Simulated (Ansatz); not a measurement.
Basis-set extrapolation for C2H4N+, SMILES `CC#[NH+]` (PBE0-D4/def2-TZVP geometry, frozen core, Ansatz). Multiplicity 1, RHF reference.

```csv
,def2-TZVPP,def2-QZVPP
HF,-132.291626,-132.297412
MP2 correlation,-0.503886,-0.536637
CCSD(T) correlation,-0.546180,-0.575116
```

Energies in hartree. Use E(X) = E(∞) + A·exp(−7.88·√X) for Hartree–Fock and E(X) = E(∞) + B·X^(−2.97) for correlation, with X = 3 and 4.

**Question.** What is the CCSD(T) energy at the basis-set limit?

**Answer.** HF limit: -132.297412 + (-0.005786) × 0.13774 = -132.29821. Correlation limit: -0.575116 + (-0.028936) × 0.74074 = -0.59655. Total: -132.89476 hartree, 35.7 kcal/mol below CCSD(T)/def2-TZVPP.
